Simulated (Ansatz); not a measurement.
```yaml
crystal:
  periodic: [false, false, false]
  atoms:
    - {symbol: Mo, position_ang: [0.000000, 0.000000, 0.000000]}
    - {symbol: B, position_ang: [0.000000, 0.000000, 2.290000]}
basis:
  gaussian: {orbitals: def2-TZVP}
total_charge: 1
magnetization: {spin_polarized: true, initial_magnetization: 6}
hamiltonian: {xc: pbe0}
relax: {f_tol: 0.004, max_steps: 80}
```

```sh
$ ansatz run in.yaml --threads 1 --pin off --events-out ev --progress --plain --max-ram 2176MiB
```

Steps of the relaxation (energy above the last step; positions in Å, forces in eV/Å):

```
2
step 1, 41.6 meV
Mo    0.000    0.000    0.000    0.000    0.000    0.714
B     0.000    0.000    2.290    0.000    0.000   -0.714
```

```
2
step 2, 0.8 meV
Mo    0.000    0.000    0.060    0.000    0.000   -0.123
B     0.000    0.000    2.230    0.000    0.000    0.123
```

```
2
step 3, 0.0 meV
Mo    0.000    0.000    0.053    0.000    0.000    0.002
B     0.000    0.000    2.237    0.000    0.000   -0.002
```

Close pairs at the end: Mo1–B2 2.183 Å.

A stationary point of unrestricted PBE0 after 3 steps, with ⟨S²⟩ = 12.010 against 12.00 for a pure state. 8.5 s on 1 thread of Arm Neoverse V2, shared host.
